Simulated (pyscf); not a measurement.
[H₂C–Re(=O)(=O)=O]• + hydrogen (H₂) → H₃C–Re(=O)(=O)=O + H atom (H•), a hydrogen abstraction (doublet surface; H–H broken, C–H formed). Single points on ωB97X-D3(BJ)/def2-SVP structures (PySCF, gas phase). Energies in eV from the separated reactants.

Small-basis levels: PySCF, no dispersion term, spherical d functions. AM1 to PM7: differences of heats of formation from MOPAC, which are fitted to 298 K values and so differ in kind from electronic energies by zero-point and thermal terms. GFN2-xTB: tblite. Open shells are spin-unrestricted. 

| level | barrier | reaction energy |
|---|---|---|
| SVWN5/6-31G*+LANL2DZ | -0.13 | -0.15 |
| PBE/6-31G*+LANL2DZ | 0.28 | +0.02 |
| B3LYP/6-31G*+LANL2DZ | 0.49 | +0.18 |
| M06-2X/6-31G*+LANL2DZ | 0.51 | -0.08 |
| B3LYP/6-311+G**+LANL2DZ | 0.51 | +0.22 |
| PBE/def2-SVP | 0.19 | -0.07 |
| GFN2-xTB | -0.30 | -0.76 |
| PM6 | 1.09 | +1.80 |
| PM7 | 1.04 | +1.77 |
| ωB97M-D3(BJ)/def2-TZVP | 0.54 | +0.02 |

Against the last row the barrier runs from -0.84 (GFN2-xTB) to +0.55 eV (PM6). At SVWN5/6-31G*+LANL2DZ, GFN2-xTB, PM6, PM7 this geometry lies under one side, so the entry may be no barrier of that level: it is a single point on another level's saddle. ωB97M-D3(BJ)/def2-TZVP has limits of its own. This is the saddle that the search found; another between the same sides may lie lower. The angle at the transferred H is 174°. Open-shell species with a d-block atom are single-reference here; other states, and whether the spin sits on metal or ligand, were not checked. In the def2 sets elements past Kr carry core potentials, without spin-orbit coupling.
